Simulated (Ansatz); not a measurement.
A nudged elastic band was laid between two geometries of BH4N + FH (8 atoms, charge 0, multiplicity 1).

These are results of RKS PBE0/def2-SVP in Ansatz 0.2.0, not measurements.

```json
{
 "movable images": "9",
 "climbing image": "yes",
 "spring": "5.0 eV/Å²",
 "optimiser": "quadratic models (default)",
 "start path": "through a guess of the saddle point",
 "force threshold": "0.05 eV/Å",
 "iteration limit": "60",
 "end points": "relaxed"
}
```

First end point:

```xyz
8
Properties=species:S:1:pos:R:3
B -0.090 -0.128 -0.154
H -0.104 -0.325 1.049
H 0.944 0.095 -0.731
N -1.285 -0.218 -0.843
H -2.175 -0.397 -0.397
H -1.352 -0.074 -1.842
F -0.109 2.179 1.492
H -0.059 1.252 1.527
```

Last end point:

```xyz
8
Properties=species:S:1:pos:R:3
B -0.166 0.281 -0.797
H 0.213 0.819 3.474
H 0.865 -0.113 -1.288
N -1.407 -0.110 -1.290
H -1.506 -0.739 -2.075
H -2.281 0.210 -0.891
F -0.110 1.118 0.248
H 0.160 0.917 2.720
```

Problem. What changes between the two ends?

Solution. Bonds broken: B1–H2, F7–H8. Bonds formed: B1–F7, H2–H8. BH4N + FH becomes BFH3N + H2.

Problem. Give the energies along the band, and the barrier.

Solution. It converged. The highest image is number 3 of 0 to 10, 1.27 eV above the first end and 2.46 eV above the last; the last end lies 1.19 eV below the first. The profile has 2 maxima (images 3, 6) with wells between them (image 5): this band takes more than one step, which may be the mechanism or a detour left from its start path. Neighbouring images differ by up to 1.7 eV, so the band resolves the path poorly. A vibrational analysis at the climbing image gives one clearly imaginary mode, 580i cm⁻¹: a first-order saddle point. The orbitals stay closed-shell, which can raise the energy where a bond breaks towards radicals; this wasn't checked here.

```json
{"image": "0", "path coordinate (Å)": "0.00", "energy (eV)": "0.00", "B1–H2 (Å)": "1.22", "F7–H8 (Å)": "0.93", "B1–F7 (Å)": "2.83"}
{"image": "1", "path coordinate (Å)": "0.80", "energy (eV)": "0.11", "B1–H2 (Å)": "1.22", "F7–H8 (Å)": "0.92", "B1–F7 (Å)": "2.63"}
{"image": "2", "path coordinate (Å)": "1.60", "energy (eV)": "0.84", "B1–H2 (Å)": "1.23", "F7–H8 (Å)": "0.93", "B1–F7 (Å)": "2.25"}
{"image": "3", "path coordinate (Å)": "2.40", "energy (eV)": "1.27", "B1–H2 (Å)": "1.23", "F7–H8 (Å)": "0.93", "B1–F7 (Å)": "2.05"}
{"image": "4", "path coordinate (Å)": "3.44", "energy (eV)": "0.39", "B1–H2 (Å)": "1.22", "F7–H8 (Å)": "0.93", "B1–F7 (Å)": "2.52"}
{"image": "5", "path coordinate (Å)": "4.49", "energy (eV)": "0.03", "B1–H2 (Å)": "1.22", "F7–H8 (Å)": "0.93", "B1–F7 (Å)": "2.57"}
{"image": "6", "path coordinate (Å)": "5.53", "energy (eV)": "0.94", "B1–H2 (Å)": "1.42", "F7–H8 (Å)": "1.39", "B1–F7 (Å)": "1.58"}
{"image": "7", "path coordinate (Å)": "6.57", "energy (eV)": "-0.73", "B1–H2 (Å)": "2.17", "F7–H8 (Å)": "1.99", "B1–F7 (Å)": "1.35"}
{"image": "8", "path coordinate (Å)": "7.61", "energy (eV)": "-1.16", "B1–H2 (Å)": "3.10", "F7–H8 (Å)": "2.50", "B1–F7 (Å)": "1.34"}
{"image": "9", "path coordinate (Å)": "8.65", "energy (eV)": "-1.18", "B1–H2 (Å)": "3.81", "F7–H8 (Å)": "2.49", "B1–F7 (Å)": "1.34"}
{"image": "10", "path coordinate (Å)": "9.69", "energy (eV)": "-1.19", "B1–H2 (Å)": "4.32", "F7–H8 (Å)": "2.49", "B1–F7 (Å)": "1.34"}
```

Problem. What is the geometry of the highest image?

Solution. 
```xyz
8
Properties=species:S:1:pos:R:3
B -0.175 -0.122 0.107
H -0.085 -0.297 1.322
H 0.856 -0.251 -0.528
N -1.512 -0.131 -0.499
H -1.568 -0.909 -1.159
H -1.620 0.693 -1.094
F -0.040 1.880 0.546
H -0.087 1.520 1.406
```

The band took 44 iterations and about 9 core-minutes.

The run took 8.8 min on 1 thread of Arm Neoverse V2, with other jobs on the host, peak memory 0.12 GiB.
